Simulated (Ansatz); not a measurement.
# COSi: the cost of one run

Method: def2-TZVPP, core rule «outside noble gas», up to 7 orbitals frozen; program: Ansatz 0.2.0, Gaussian basis.

The runs, in order: UHF; ROHF; CCSD(T) on UHF.

2 further runs of the same task are left out: 2 set aside as unsound or not needed.

**1. What is computed**

The geometry is a PBE0/def2-TZVP stationary point (not a proven minimum) of the parent state, kept for this charge and spin.

3 atoms, charge 1, spin multiplicity 2.

Atoms are counted from 1 here; the program's logs count them from 0.

Bond lengths: C1–Si2 1.836 Å, Si2–O3 1.510 Å. Angles: C1–Si2–O3 180.0°.

**2. UHF**

Input file in.yaml:

```yaml
crystal:
  periodic: [false, false, false]
  atoms:
    - {symbol: C, position_ang: [0.000000, 0.000000, 1.727200]}
    - {symbol: Si, position_ang: [0.000000, 0.000000, -0.108700]}
    - {symbol: O, position_ang: [0.000000, 0.000000, -1.618500]}
basis:
  gaussian: {orbitals: def2-TZVPP}
total_charge: 1
magnetization: {spin_polarized: true, initial_magnetization: 1}
hamiltonian: {xc: hf}
output: {orbitals: {seedname: orbitals}}
```

The run is started by

```sh
ansatz run in.yaml --threads 1 --pin off --events-out ev --progress --plain --max-ram 2560MiB --backend cpu
```

Q: Estimate wall time and peak memory on 1 thread of AMD EPYC 7R13, shared host.

About 14 s, with a peak of 0.25 GiB.
